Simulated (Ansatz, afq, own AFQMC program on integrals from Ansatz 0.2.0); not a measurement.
**GeH5, doublet in cc-pVTZ, levels against CCSDT(Q)**

```xyz
6

Ge   -0.0378    0.0000    0.0000
H    -0.5492    1.4466    0.0000
H    -0.5492   -0.7233    1.2528
H    -0.5492   -0.7233   -1.2528
H     1.8122    0.0000    0.0000
H     2.5572    0.0000    0.0000
```

Basis cc-pVTZ. Only valence electrons are correlated. AFQMC by an in-house program on the Cholesky factors that Ansatz 0.2.0 writes for its CCSD(T) run. ph-AFQMC/CISD is guided by a CISD state made of CCSD amplitudes; releasing the constraint for a short imaginary time cuts its bias at the price of noise, slowly where states lie close. Error bars are statistical, one sigma. No spin–orbit coupling.

Determinant: UHF, the one that the program's search chose, which needn't be the lowest solution. The geometry is a point of a scan.

No full CI on the walks' own integrals is used here; CCSDT(Q) serves as the reference and is uncertain by about the last step of the cluster series.

Cautions: no relativity below Rb; no spin-orbit coupling; inner d shell frozen.

* T1 diagnostic: 0.0129
* weight of the determinant in the CISD state: 0.905
* ⟨S²⟩ of the determinant: 0.765
* size of the correlated space: 9 electrons in 99 orbitals

```json
{"level": "MP2", "correlation energy (eV)": "-4.1471"}
{"level": "CCSD", "correlation energy (eV)": "-5.0279"}
{"level": "CCSD(T)", "correlation energy (eV)": "-5.1423"}
```

(1) Estimate where AFQMC with the constraint released lies against CCSD(T) on the same integrals.

(1) 0.49 ± 0.07 kcal/mol below CCSD(T).

Reference: CCSDT(Q), correlation energy -5.168 eV. The released energy is read at 2.40 1/Eh (meV from the phaseless value at times in 1/Eh: 0 ± 3 at 0.24, 0.0 ± 2.3 at 0.51, -3.5 ± 2.4 at 0.99, -4.2 ± 2.0 at 1.62, -2 ± 3 at 2.40).

```json
{"level": "CCSD(T)", "E − E(reference) (kcal/mol)": "0.58", "share of correlation (%)": "99.51"}
{"level": "CCSDT", "E − E(reference) (kcal/mol)": "0.07", "share of correlation (%)": "99.94"}
{"level": "ph-AFQMC/CISD", "E − E(reference) (kcal/mol)": "0.13 ± 0.08", "share of correlation (%)": "99.89"}
{"level": "released AFQMC", "E − E(reference) (kcal/mol)": "0.09 ± 0.07", "share of correlation (%)": "99.93"}
```

A walk keeps the symmetry of its determinant, which the program's search chose and which needn't be the lowest solution, so a lower state of the same spin and another symmetry isn't excluded. Released energies are given only where the last usable release times agree within the noise; a slower fall can still hide under it.
